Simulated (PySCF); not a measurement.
Disiloxane in a uniform electric field

Disiloxane, H6OSi2.
Geometry (GFN2-xTB, Å), atoms numbered from 1 in this order:
```xyz
9
H6OSi2 angstrom
Si    -1.5926   -0.2174    0.0800
O      0.0204   -0.1051    0.0908
Si     1.5973    0.2096   -0.0779
H     -2.1219    1.0235   -0.4840
H     -1.9244   -1.3736   -0.7508
H     -1.9889   -0.3999    1.4743
H      2.2565   -1.0895   -0.1922
H      1.7591    1.0180   -1.2852
H      2.0079    0.9403    1.1198
```

Level: CAM-B3LYP/def2-SVPD (PySCF); nuclei fixed, core orbitals frozen in the response. Permanent dipole (-0.019, 0.111, -0.100) D (1 au = 2.5417 D). Static polarisability (au):

```
x   60.78  1.05 -0.36
y    1.05 53.09 -0.01
z   -0.36 -0.01 52.96
```

Only the terms in μ and α are kept: μ(F) = μ + αF and ΔE = −μ·F − ½ F·αF.

Task: What do fields of 0.154 V/Å (0.003 au) along the six axis directions do?

Result: 
```json
{"field along": "+x", "induced x (D)": "0.463", "induced y (D)": "0.008", "induced z (D)": "-0.003", "total size (D)": "0.471", "−μ·F (kJ/mol)": "+0.059", "−½F·αF (kJ/mol)": "-0.718"}
{"field along": "−x", "induced x (D)": "-0.463", "induced y (D)": "-0.008", "induced z (D)": "0.003", "total size (D)": "0.503", "−μ·F (kJ/mol)": "-0.059", "−½F·αF (kJ/mol)": "-0.718"}
{"field along": "+y", "induced x (D)": "0.008", "induced y (D)": "0.405", "induced z (D)": "0.000", "total size (D)": "0.526", "−μ·F (kJ/mol)": "-0.344", "−½F·αF (kJ/mol)": "-0.627"}
{"field along": "−y", "induced x (D)": "-0.008", "induced y (D)": "-0.405", "induced z (D)": "0.000", "total size (D)": "0.312", "−μ·F (kJ/mol)": "+0.344", "−½F·αF (kJ/mol)": "-0.627"}
{"field along": "+z", "induced x (D)": "-0.003", "induced y (D)": "0.000", "induced z (D)": "0.404", "total size (D)": "0.324", "−μ·F (kJ/mol)": "+0.310", "−½F·αF (kJ/mol)": "-0.626"}
{"field along": "−z", "induced x (D)": "0.003", "induced y (D)": "0.000", "induced z (D)": "-0.404", "total size (D)": "0.516", "−μ·F (kJ/mol)": "-0.310", "−½F·αF (kJ/mol)": "-0.626"}
```

Task: For the field (-0.0006, 0.0009, 0.0018) au, what is the induced dipole, and what angle does it make with the field?

Result: αF = (-0.092, 0.120, 0.243) D, at 2.2° to the field. The polarisability along this direction, F·αF/F², is 53.53 au, against a mean of 55.61 au.

Task: Induction energy −ᾱe²/2R⁴ of a unit charge at 10 Å, the molecule taken as a point?

Result: R = 18.90 bohr, so the energy is −55.6/(2 × 18.90⁴) Eh = -0.572 kJ/mol. The charge–dipole term at its most favourable orientation, −μe/R², is -0.436 kJ/mol.

Geometry: GFN2-xTB; no solvent, vibrations or thermal averaging.

The run behind these numbers computed excited states as well. Time: 7.6 s of wall time. Hardware: one thread, Arm Neoverse V1, on a shared host.
